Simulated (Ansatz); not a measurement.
Basis-set extrapolation for `CC/C=C\CC` (PBE0-D4/def2-TZVP geometry, frozen core, the Gaussian-basis code of Ansatz). Multiplicity 1, RHF reference.

```tsv
	def2-TZVPP	def2-QZVPP
HF	-234.266024	-234.277020
MP2 correlation	-1.031389	-1.095480
CCSD(T) correlation	-1.140033	not run
```

Energies in hartree. Use E(X) = E(∞) + A·exp(−7.88·√X) for Hartree–Fock and E(X) = E(∞) + B·X^(−2.97) for correlation, with X = 3 and 4, and add CCSD(T) minus MP2 of the smaller set to the MP2 limit.

**Question.** What is the CCSD(T) energy at the basis-set limit?

**Answer.** HF limit: -234.277020 + (-0.010996) × 0.13774 = -234.27853. MP2 limit: -1.095480 + (-0.064091) × 0.74074 = -1.14295. Higher-order term: -1.140033 − (-1.031389) = -0.10864. Total: -235.53012 hartree, 325.7 kJ/mol below CCSD(T)/def2-TZVPP.
